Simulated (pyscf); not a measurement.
F–SiH•–F + hydrogen (H₂) → hydrogen fluoride (HF) + F–SiH₂•, a four-centre exchange (doublet surface; F–Si, H–H broken, F–H, H–Si formed). Structures and frequencies: ωB97X-D3(BJ)/def2-SVP in PySCF. Energies in kcal/mol from the separated reactants.

Small-basis levels: PySCF, no dispersion term, spherical d functions. AM1 to PM7: differences of heats of formation from MOPAC, which are fitted to 298 K values and so differ in kind from electronic energies by zero-point and thermal terms. Open shells are spin-unrestricted. 

```csv
level,barrier,reaction energy
HF/STO-3G,76.7,+19.3
MP2/6-31G*,66.0,+39.2
B3LYP/STO-3G,51.5,+36.6
B3LYP/LANL2DZ,52.4,+18.5
M06-2X/6-31G*,57.9,+37.4
PBE/def2-SVP,39.7,+29.5
B3LYP/def2-SVP,47.3,+29.4
AM1,89.1,+32.8
PM7,90.1,+62.2
ωB97M-D3(BJ)/def2-TZVP,52.8,+30.0
```

Against the last row the barrier runs from -13.1 (PBE/def2-SVP) to +37.4 kcal/mol (PM7). ωB97M-D3(BJ)/def2-TZVP has limits of its own. On the product side the descent ends in a complex, 4.1 kcal/mol under the separated species and 28.1 kcal/mol under the saddle at ωB97X-D3(BJ)/def2-TZVP. The same reactants have a lower exit, to F–SiH₂–F + H• (barrier +13.7 kcal/mol at ωB97M-D3(BJ)/def2-TZVP, against +52.8 kcal/mol here). One saddle was located; it need not be the lowest between these sides.
